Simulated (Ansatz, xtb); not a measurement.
Species: C₂H₄Cl, net charge 0, doublet state. It need not be the lowest isomer of its formula. 
Geometry from a B3LYP-D3(BJ)/def2-TZVP (Ansatz, a quantum-chemistry and plane-wave program) optimisation:
SMILES: [CH2]CCl
```xyz
7

C      0.1737     0.8729    -0.0003
C      1.5889     0.5374    -0.0162
Cl    -0.8506    -0.6988     0.0079
H     -0.1451     1.3931     0.8974
H     -0.1643     1.3962    -0.8891
H      2.1065     0.3124     0.9055
H      2.0865     0.3157    -0.9496
```
Charge 0, spin multiplicity 2.

Harmonic wavenumbers from GFN2-xTB (xtb, at its own minimum), cm⁻¹: 264, 269, 420, 693, 800, 1017, 1120, 1182, 1193, 1386, 1444, 3010, 3026, 3125, 3167.

Give the harmonic wavenumbers at B3LYP-D3(BJ)/def2-TZVP (Ansatz, finite differences of forces, unscaled).

239, 299, 508, 687, 789, 1053, 1099, 1235, 1256, 1468, 1504, 3104, 3155, 3165, 3260 cm⁻¹. Zero-point energy 32.6 kcal/mol.

From these and the geometry, give the ideal-gas thermochemistry at 298.15 K and 1 atm (rigid rotor, harmonic oscillator).

Point group Cs, rotational symmetry number 1. Rotational constants 32.53, 5.631, 5.126 GHz. S(trans) 38.36, S(rot) 23.35, S(vib) 4.64, S(elec, spin only) 1.38, S 67.7 cal/(mol K). H(298) - H(0) 3.27 kcal/mol; G - E(el) 15.7 kcal/mol.
